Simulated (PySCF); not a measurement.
Does the answer move with the share of exact exchange?

Species: 1,2-dichloropropane, C3H6Cl2.
SMILES: `[C@H](CCl)(C)Cl`

Torsions of this conformer, `[CH3:1][C@@H:2]([Cl:3])[CH2:4][Cl:5]`: C1–C2–C4–Cl5 65°.

PySCF, def2-SVPD basis, density fitting, gas phase, PBE0-D3(BJ)/def2-SVP geometry; singlet excitations by full TDDFT with frozen cores, triplets by Tamm–Dancoff TDDFT and ionisation energies by ΔSCF, from the lowest of the holes tried. One functional is left out:

| functional | exact exchange (%) | HOMO energy (eV) | LUMO energy (eV) | lowest singlet excitation (eV) | lowest triplet excitation (eV) | mean polarisability (au) | vertical ionisation energy (eV) |
| --- | --- | --- | --- | --- | --- | --- | --- |
| LDA | 0 | -7.39 | -1.29 | 6.34 | 5.93 | 70.4 | 10.98 |
| PBE | 0 | -7.28 | -1.12 | 6.40 | 5.91 | 69.7 | 10.20 |
| PBE0 | 25 | -8.67 | -0.05 | 7.11 | 6.44 | 66.9 | 10.72 |
| BHandHLYP | 50 | -9.93 | 0.95 | 7.54 | 6.82 | 65.3 | 11.06 |

Q: Predict the row of B3LYP (20 % exact exchange) by straight lines through the other rows, and check it.

A: 
| property | line | computed | computed − line | PBE0 (25 %), for comparison |
| --- | --- | --- | --- | --- |
| HOMO energy (eV) | -8.38 | -8.40 | -0.02 | -8.67 |
| LUMO energy (eV) | -0.32 | -0.31 | +0.01 | -0.05 |
| lowest singlet excitation (eV) | 6.88 | 6.95 | +0.07 | 7.11 |
| lowest triplet excitation (eV) | 6.30 | 6.35 | +0.05 | 6.44 |
| mean polarisability (au) | 68.0 | 67.8 | -0.2 | 66.9 |
| vertical ionisation energy (eV) | 10.75 | 10.64 | -0.11 | 10.72 |

Q: Which of these properties follows the share of exact exchange most closely, and which least?

A: Most closely the HOMO energy, least the vertical ionisation energy; the correlations over the tabulated rows are HOMO energy -0.999, LUMO energy 0.997, lowest triplet excitation 0.997, lowest singlet excitation 0.990, mean polarisability -0.980, vertical ionisation energy 0.556. The HOMO energy moves by -0.520 eV for every 10 %. Functionals with the same share still differ in their other parts: at 0 % LDA and PBE differ by 0.11 eV in it.
